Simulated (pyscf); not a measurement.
Thermochemistry of product channels of Cl–Ge:–Cl (SMILES [Cl][Ge][Cl]) [singlet] + GeH₂ (SMILES [GeH2]) [singlet] on the singlet surface, in kJ/mol, from ωB97M-D3(BJ)/def2-TZVP energies (ideal gas, 1 atm, RRHO with modes under 100 cm⁻¹ raised to 100, one conformer, R ln 2 for rigid chiral ones). Structures and frequencies: ωB97X-D3(BJ)/def2-SVP in PySCF.

| products | ΔE | ΔH(298 K) | ΔG(298 K) | ΔG(900 K) |
|---|---|---|---|---|
| Cl–Cl (SMILES ClCl) + :Ge=GeH₂ (SMILES [Ge]=[GeH2]) [singlet] | +348.9 | +352.9 | +356.2 | +361.9 |
| Cl–GeH(Cl)–GeH: (SMILES [Cl][GeH]([Cl])[GeH]) [singlet] | -102.9 | -93.5 | -47.7 | +40.7 |

The channel to Cl–GeH(Cl)–GeH: [singlet] turns unfavourable between 298 and 1200 K (ΔG from -47.7 kJ/mol to +82.3 kJ/mol).

These are energies of the channels, which say nothing of barriers. Elements up to Kr have no core potential and no relativistic terms here.
